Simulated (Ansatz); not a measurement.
Two structures of SiNH4Cl, singlet, reached by relaxing down either side of one saddle point (PBE0-D4/def2-TZVP). Energies are electronic, without zero-point energy. Computed with Ansatz 0.2.0 (basis: def2-TZVPP and def2-QZVPP); correlated methods freeze the cores. Extrapolation: Hartree–Fock as exp(−7.88 √X), correlation as X^−2.97. First:

Si1  (0.168, -0.080, 0.605)
Cl2  (2.034, -0.956, 0.404)
N3  (-0.620, 0.293, -0.855)
H4  (-1.011, -0.440, -1.425)
H5  (0.391, 1.177, 1.350)
H6  (-0.658, -1.059, 1.343)
H7  (-0.304, 1.065, -1.421)
(Å)

Second:

Si1  (-0.261, 0.624, 0.948)
Cl2  (1.068, -2.259, -1.386)
N3  (-0.194, 0.308, -0.616)
H4  (0.477, -1.066, -1.089)
H5  (-0.836, 1.831, 1.590)
H6  (0.300, -0.369, 1.879)
H7  (-0.554, 0.931, -1.326)
(Å)

Problem. Which bonds change from the first to the second?

Solution. SiNH₄Cl ([NH2][SiH2][Cl]) → SiNH₃ ([NH][SiH2]) + HCl; bonds formed: Cl2–H4; bonds broken: Si1–Cl2, N3–H4.

Problem. Give the saddle point's structure and its height above each. (An estimate is asked for; the value comes from the calculation.)

Solution. The calculation gives: 3.177 eV above the first and 0.108 eV above the second (CCSD(T) at an estimated basis limit (MP2 extrapolated from triple and quadruple zeta, plus CCSD(T) − MP2 in triple zeta)).
| atom | x (Å) | y (Å) | z (Å) |
| --- | --- | --- | --- |
| Si1 | -0.1758 | 0.4332 | 0.8421 |
| Cl2 | 1.0443 | -2.1415 | -0.7455 |
| N3 | -0.2186 | 0.3497 | -0.7698 |
| H4 | 0.2697 | -0.6444 | -1.0696 |
| H5 | -0.7386 | 1.6216 | 1.5187 |
| H6 | 0.4083 | -0.6388 | 1.6496 |
| H7 | -0.5893 | 1.0201 | -1.4255 |

The T1 diagnostic stays at or below 0.018.

Labels in which every atom is bracketed show which atoms are joined, not bond orders.

For scale, one of the runs: CCSD(T)/def2-TZVPP, 171 basis functions, launched by `ansatz run in.yaml --threads 2 --pin off --events-out ev --progress --plain --max-ram 4352MiB`. The run took 26 s on 2 CPU threads of an Arm Neoverse V2 (shared host), with 1.4 GiB of host memory at its peak.
